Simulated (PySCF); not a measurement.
C₂F₃N, quintet, at a GFN2-xTB geometry of the parent state (a higher spin typed on purpose: for a closed-shell molecule this is an excited state); PySCF with HF/def2-SV(P).

Here is a job for PySCF.
```python
from pyscf import gto, scf

mol = gto.M(
    atom='''
C    -0.000324    0.003260   -0.307768
C     0.001231   -0.012387    1.169363
F    -0.008066    1.253823   -0.776566
F     1.081443   -0.608086   -0.797436
F    -1.075871   -0.620639   -0.795299
N     0.002429   -0.024446    2.307734
''',
    basis='def2-sv(p)',
    charge=0,
    spin=4,
    verbose=4,
)

mf = scf.UHF(mol)
mf.kernel()
```

The log (banner, timings and long lists left out):

```
PySCF version 2.14.0

[INPUT] verbose = 4
[INPUT] num. atoms = 6
[INPUT] num. electrons = 46
[INPUT] charge = 0
[INPUT] spin (= nelec alpha-beta = 2S) = 4
[INPUT] symmetry False subgroup None
[INPUT] Mole.unit = angstrom
[INPUT] Symbol           X                Y                Z      unit          X                Y                Z       unit  Magmom
[INPUT]  1 C     -0.000324000000   0.003260000000  -0.307768000000 AA   -0.000612271264   0.006160507166  -0.581597229905 Bohr   0.0
[INPUT]  2 C      0.001231000000  -0.012387000000   1.169363000000 AA    0.002326252859  -0.023408037505   2.209775810200 Bohr   0.0
[INPUT]  3 F     -0.008066000000   1.253823000000  -0.776566000000 AA   -0.015242530921   2.369382078681  -1.467497057649 Bohr   0.0
[INPUT]  4 F      1.081443000000  -0.608086000000  -0.797436000000 AA    2.043631089328  -1.149116000182  -1.506935641869 Bohr   0.0
[INPUT]  5 F     -1.075871000000  -0.620639000000  -0.795299000000 AA   -2.033101535362  -1.172837732224  -1.502897297140 Bohr   0.0
[INPUT]  6 N      0.002429000000  -0.024446000000   2.307734000000 AA    0.004590144757  -0.046196244841   4.360985228347 Bohr   0.0

nuclear repulsion = 231.590146213412
number of shells = 36
number of NR pGTOs = 144
number of NR cGTOs = 84
basis = def2-sv(p)
ecp = {}

******** <class 'pyscf.scf.uhf.UHF'> ********
method = UHF
initial guess = minao
damping factor = 0
level_shift factor = 0
DIIS = <class 'pyscf.scf.diis.CDIIS'>
diis_start_cycle = 1
diis_space = 8
diis_damp = 0
SCF conv_tol = 1e-09
SCF conv_tol_grad = None
SCF max_cycles = 50
direct_scf = True
direct_scf_tol = 1e-13
number electrons alpha = 25  beta = 21
Set gradient conv threshold to 3.16228e-05
init E= -429.088426649305

cycle= 1 E= -427.478411587252  delta_E= 1.61  |g|= 0.721  |ddm|= 2.48
cycle= 2 E= -427.681897208833  delta_E= -0.203  |g|= 0.377  |ddm|= 0.92
cycle= 3 E= -427.733528598726  delta_E= -0.0516  |g|= 0.0804  |ddm|= 0.314
cycle= 4 E= -427.73908067414  delta_E= -0.00555  |g|= 0.0302  |ddm|= 0.147
cycle= 5 E= -427.740430613779  delta_E= -0.00135  |g|= 0.0111  |ddm|= 0.0852
cycle= 6 E= -427.740627063102  delta_E= -0.000196  |g|= 0.00306  |ddm|= 0.0361
cycle= 7 E= -427.740641416454  delta_E= -1.44e-05  |g|= 0.00088  |ddm|= 0.0098
cycle= 8 E= -427.740642310299  delta_E= -8.94e-07  |g|= 0.000333  |ddm|= 0.00214
cycle= 9 E= -427.740642443272  delta_E= -1.33e-07  |g|= 0.000113  |ddm|= 0.000847
cycle= 10 E= -427.740642460101  delta_E= -1.68e-08  |g|= 4.18e-05  |ddm|= 0.000263
cycle= 11 E= -427.740642462611  delta_E= -2.51e-09  |g|= 1.71e-05  |ddm|= 8.69e-05
cycle= 12 E= -427.740642463081  delta_E= -4.7e-10  |g|= 5.36e-06  |ddm|= 3.85e-05
Extra cycle  E= -427.740642463107  delta_E= -2.58e-11  |g|= 3.18e-06  |ddm|= 7.33e-06
converged SCF energy = -427.740642463107  <S^2> = 6.0458455  2S+1 = 5.0183047
```
